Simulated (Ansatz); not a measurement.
# C4H6F2: the cost of one run

Program: Ansatz 0.2.0. Level of theory: RKS BLYP-D4/STO-3G. These are calculated values, not measurements.

### Step 1. The starting structure

Bond lengths: F1–C2 1.336 Å, C2–C3 1.482 Å, C3–F4 1.372 Å, C3–C5 1.521 Å, C3–C6 1.544 Å, C5–C6 1.510 Å, C2–H7 1.064 Å, C2–H8 1.076 Å, C5–H9 1.022 Å, C5–H10 1.089 Å, C6–H11 1.086 Å, C6–H12 1.101 Å. Angles (14 of 24 angles, heavy atoms first): F1–C2–C3 109.2°, C2–C3–F4 119.1°, C2–C3–C5 121.7°, C2–C3–C6 119.2°, F4–C3–C5 112.6°, F4–C3–C6 110.7°, C5–C3–C6 59.0°, C3–C5–C6 61.2°, C3–C6–C5 59.7°, F1–C2–H7 110.5°, F1–C2–H8 105.9°, C3–C2–H7 109.1°, C3–C2–H8 110.2°, C3–C5–H9 117.8°.

As a file:

```xyz
12

F    -0.9474    1.3444    1.0572
C    -1.2688    0.0796    0.7697
C    -0.2112   -0.5099   -0.0841
F    -0.2826   -1.8397   -0.4132
C     0.5209    0.3128   -1.1334
C     1.2555   -0.0777    0.1272
H    -2.1971    0.0396    0.2510
H    -1.3130   -0.4350    1.7137
H     0.7825   -0.1505   -2.0055
H     0.2421    1.3635   -1.1924
H     1.4623    0.6709    0.8868
H     2.0339   -0.8532    0.0570
```

### Step 2. Preparing the start

Contents of input.yaml:

```yaml
crystal:
  periodic: [false, false, false]
  atoms:
    - { symbol: F, position_ang: [-0.9474, 1.3444, 1.0572] }
    - { symbol: C, position_ang: [-1.2688, 0.0796, 0.7697] }
    - { symbol: C, position_ang: [-0.2112, -0.5099, -0.0841] }
    - { symbol: F, position_ang: [-0.2826, -1.8397, -0.4132] }
    - { symbol: C, position_ang: [0.5209, 0.3128, -1.1334] }
    - { symbol: C, position_ang: [1.2555, -0.0777, 0.1272] }
    - { symbol: H, position_ang: [-2.1971, 0.0396, 0.251] }
    - { symbol: H, position_ang: [-1.313, -0.435, 1.7137] }
    - { symbol: H, position_ang: [0.7825, -0.1505, -2.0055] }
    - { symbol: H, position_ang: [0.2421, 1.3635, -1.1924] }
    - { symbol: H, position_ang: [1.4623, 0.6709, 0.8868] }
    - { symbol: H, position_ang: [2.0339, -0.8532, 0.057] }
basis:
  gaussian: { orbitals: STO-3G }
hamiltonian:
  xc: blyp
  dispersion: d4
relax:
  f_tol: 0.02
  max_steps: 40
scf:
  lower_state_search: "off"
```

The run is started by

```
ansatz run input.yaml --threads 1 --pin off --max-ram 2048MiB --backend cpu --events-out ev --progress --plain --runs-dir out
```

What time and memory should one allow on 1 thread of Arm Neoverse N1, shared host?

About 18 s, with a peak of 0.096 GiB.
